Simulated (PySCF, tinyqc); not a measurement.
RHF in the sto-6g basis, for CH2, spin multiplicity 1, step by step (part 2 of 2). This run ends on a higher stationary point, not on the lowest solution. The lowest restricted solution is unstable here: a spin-polarised one lies 0.0358 hartree lower (PySCF). Computed by tinyqc, a small Python program that keeps every step (integrals from PySCF). Command: `OMP_NUM_THREADS=1 python tinyqc.py 30412 30413 out.jsonl` (the two numbers bound the seeds that draw the settings). One thread of a shared host (Intel(R) Xeon(R) Processor @ 2.60GHz), about 0.1 s of CPU time with the checks.

Geometry (angstrom):
```
atom,x,y,z
C,0.000000,0.000000,0.000000
H,0.000000,1.271000,0.600000
H,0.000000,-1.274000,0.602000
```

## Convergence

Stop when the energy changes by less than 1e-10 hartree and every element of the error matrix X^T (F D S - S D F) X is below 3e-06.

Course of the cycle:
```
iteration,E (hartree),change,largest element of the error matrix
1,-37.12857652,-,6.68e-01
2,-38.03945542,-9.11e-01,1.98e-01
3,-38.35677099,-3.17e-01,5.84e-02
4,-38.45797976,-1.01e-01,2.93e-02
5,-38.48927109,-3.13e-02,1.45e-02
6,-38.49883867,-9.57e-03,7.13e-03
7,-38.50175145,-2.91e-03,3.57e-03
8,-38.50263660,-8.85e-04,1.92e-03
9,-38.50290538,-2.69e-04,1.02e-03
10,-38.50298697,-8.16e-05,5.41e-04
11,-38.50301175,-2.48e-05,3.11e-04
12,-38.50301927,-7.52e-06,1.83e-04
13,-38.50302155,-2.29e-06,1.07e-04
14,-38.50302225,-6.95e-07,6.21e-05
15,-38.50302246,-2.12e-07,3.61e-05
16,-38.50302252,-6.44e-08,2.09e-05
17,-38.50302255,-1.96e-08,1.21e-05
18,-38.50302255,-6.00e-09,6.97e-06
19,-38.50302255,-1.83e-09,4.02e-06
20,-38.50302255,-5.61e-10,2.31e-06
21,-38.50302255,-1.72e-10,1.33e-06
22,-38.50302255,-5.28e-11,7.66e-07
```

PySCF RHF in the same basis = -38.63384130 hartree

Converged in 22 iterations. But the solution lies 0.13082 hartree above the reference: it is another stationary point, not the lowest restricted one. Reruns (cap 100 unless said): DIIS 8: converged in 8 to a higher stationary point; damping 0.5: converged in 36 to a higher stationary point; level shift 0.5: converged in 23 to a higher stationary point; atomic densities as start, DIIS 8: converged in 9.

## Populations, bond orders and dipole

D after iteration 22:
```
,1C 1s,1C 2s,1C 2px,1C 2py,1C 2pz,2H 1s,3H 1s
1C 1s,2.077683,-0.299462,0.000000,0.000061,-0.020673,-0.125497,-0.125526
1C 2s,-0.299462,1.182842,0.000000,-0.000606,0.075721,0.425555,0.426717
1C 2px,0.000000,0.000000,2.000000,0.000000,0.000000,0.000000,0.000000
1C 2py,0.000061,-0.000606,0.000000,0.471270,0.000158,0.478772,-0.479241
1C 2pz,-0.020673,0.075721,0.000000,0.000158,0.004849,0.027455,0.027130
2H 1s,-0.125497,0.425555,0.000000,0.478772,0.027455,0.640098,-0.333194
3H 1s,-0.125526,0.426717,0.000000,-0.479241,0.027130,-0.333194,0.640997
```

overlap S:
```
,1C 1s,1C 2s,1C 2px,1C 2py,1C 2pz,2H 1s,3H 1s
1C 1s,1.000000,0.243228,0.000000,0.000000,0.000000,0.031370,0.031114
1C 2s,0.243228,1.000000,0.000000,0.000000,0.000000,0.327912,0.326295
1C 2px,0.000000,0.000000,1.000000,0.000000,0.000000,0.000000,0.000000
1C 2py,0.000000,0.000000,0.000000,1.000000,0.000000,0.314894,-0.313593
1C 2pz,0.000000,0.000000,0.000000,0.000000,1.000000,0.148652,0.148181
2H 1s,0.031370,0.327912,0.000000,0.314894,0.148652,1.000000,0.048379
3H 1s,0.031114,0.326295,0.000000,-0.313593,0.148181,0.048379,1.000000
```

Mulliken: Z minus the diagonal of D S on the atom; Loewdin: the same with S^(1/2) D S^(1/2); Mayer order: 2 sum_s sum (D(s) S)_ij (D(s) S)_ji over the two atoms.

Charges (e):
```
atom,Mulliken,Loewdin
1C,-0.171056,-0.143956
2H,0.085570,0.071958
3H,0.085486,0.071998
```

Mayer bond orders:
```
pair,order
2-1,0.894578
3-1,0.894592
3-2,0.098100
```

dipole moment about the origin, x y z (debye): 0.000000  -0.001044  0.072290
